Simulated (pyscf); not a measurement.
CH₄ + [H₃C–Ga–F]• → [H₃C–Ga–CH₃]• + HF, a four-centre exchange (doublet surface; C–H, F–Ga broken, C–Ga, F–H formed). Optimised with ωB97X-D3(BJ)/def2-SVP in PySCF. Energies in kJ/mol from the separated reactants.

Small-basis levels: PySCF, no dispersion term, spherical d functions. Open shells are spin-unrestricted. 

```json
[
 {"level": "HF/3-21G", "barrier": "204.6", "reaction energy": "+204.2"},
 {"level": "MP2/6-31G*+LANL2DZ", "barrier": "199.9", "reaction energy": "+197.9"},
 {"level": "PBE/6-31G*+LANL2DZ", "barrier": "152.4", "reaction energy": "+195.1"},
 {"level": "B3LYP/STO-3G", "barrier": "?", "reaction energy": "+229.3"},
 {"level": "B3LYP/6-31G*+LANL2DZ", "barrier": "187.5", "reaction energy": "+203.4"},
 {"level": "M06-2X/6-31G*+LANL2DZ", "barrier": "166.8", "reaction energy": "+176.5"},
 {"level": "PBE/def2-SVP", "barrier": "?", "reaction energy": "+161.0"},
 {"level": "ωB97M-D3(BJ)/def2-TZVP", "barrier": "?", "reaction energy": "+138.9"}
]
```

Task: What belongs in the gaps?

Result: 
- B3LYP/STO-3G, barrier: 168.1
- PBE/def2-SVP, barrier: 128.0
- ωB97M-D3(BJ)/def2-TZVP, barrier: 160.4

Against the last row the barrier runs from -32.3 (PBE/def2-SVP) to +44.3 kJ/mol (HF/3-21G). At PBE/6-31G*+LANL2DZ, B3LYP/STO-3G, B3LYP/6-31G*+LANL2DZ, M06-2X/6-31G*+LANL2DZ, PBE/def2-SVP this geometry lies under one side, so the entry may be no barrier of that level: it is a single point on another level's saddle. ωB97M-D3(BJ)/def2-TZVP has limits of its own. On the product side the descent ends in a complex, 20.3 kJ/mol under the separated species and 43.6 kJ/mol under the saddle at ωB97X-D3(BJ)/def2-TZVP. One saddle was located; it need not be the lowest between these sides. In the def2 sets elements up to Kr have no core potential.
